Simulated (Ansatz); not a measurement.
The same path of C2H6N2 (10 atoms, charge 0, multiplicity 1) was run twice with different band settings. The coordinate that changes most is the angle C2–N3–H8.

Level of theory: RKS PBE0-D4/def2-SVP (Ansatz 0.2.0).

Relaxed end points:

```xyz
10
Properties=species:S:1:pos:R:3
C -0.700 0.259 -1.009
C -0.023 -0.321 0.202
N -0.279 -1.521 0.553
N 0.804 0.563 0.861
H -1.362 -0.499 -1.441
H -1.290 1.148 -0.737
H 0.040 0.566 -1.765
H 0.250 -1.778 1.393
H 1.429 0.200 1.569
H 1.133 1.384 0.373
```

```xyz
10
Properties=species:S:1:pos:R:3
C -0.658 0.154 -0.882
C 0.114 -0.254 0.348
N 0.073 -1.393 0.923
N 0.882 0.751 0.884
H -1.280 -0.673 -1.247
H -1.306 1.017 -0.662
H 0.027 0.455 -1.692
H -0.588 -2.004 0.444
H 1.525 0.459 1.609
H 1.209 1.489 0.275
```

Common settings: movable images 5; climbing image yes; spring 5.0 eV/Å²; start path through a guess of the saddle point; force threshold 0.05 eV/Å; iteration limit 60; end points relaxed.

| run | optimiser | largest step |
| --- | --- | --- |
| 1 | quadratic models (default) | default |
| 2 | lbfgs | 0.02 Å |

Question: What does each run give, and how far can it be trusted?

Answer: Run 1: converged after 15 iterations, highest image 1.075 eV above the first end. A vibrational analysis at the climbing image gives one clearly imaginary mode, 1077i cm⁻¹: a first-order saddle point.
Run 2: not converged after 60 iterations, highest image 1.101 eV above the first end. The band didn't meet its force threshold, so its energies are provisional: the largest band force was still 0.11 eV/Å, and over the last iterations the top stayed at 1.11 eV.
